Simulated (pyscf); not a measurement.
Single points on ωB97X-D3(BJ)/def2-SVP structures (PySCF, gas phase).

### Question
Estimate by transition-state theory the rate constant of Cl–GeH₃ + H₂ → GeH₄ + HCl (singlet surface; Cl–Ge, H–H broken, Ge–H, Cl–H formed) at 600 K, with ωB97M-D3(BJ)/def2-TZVP energies (ideal gas, 1 atm, RRHO with modes under 100 cm⁻¹ raised to 100, one conformer, R ln 2 for chiral ones without a mode under 150 cm⁻¹; no tunnelling).

### Answer
The electronic barrier is 53.2 kcal/mol and the thermal terms add +14.7, so ΔG‡ = 67.9 kcal/mol. With k_BT/h = 1.25e+13 s⁻¹ and RT = 1.192 kcal/mol, and a volume of 8.18e-20 cm³ per molecule at 1 atm, k = 1.8e-31 cm³ molecule⁻¹ s⁻¹. Wigner's tunnelling factor for 1103i cm⁻¹ would be 1.29. A shift of 1 kcal/mol in the barrier changes k by a factor 2.3. One saddle was located; it need not be the lowest between these sides. Elements up to Kr have no core potential and no relativistic terms here.
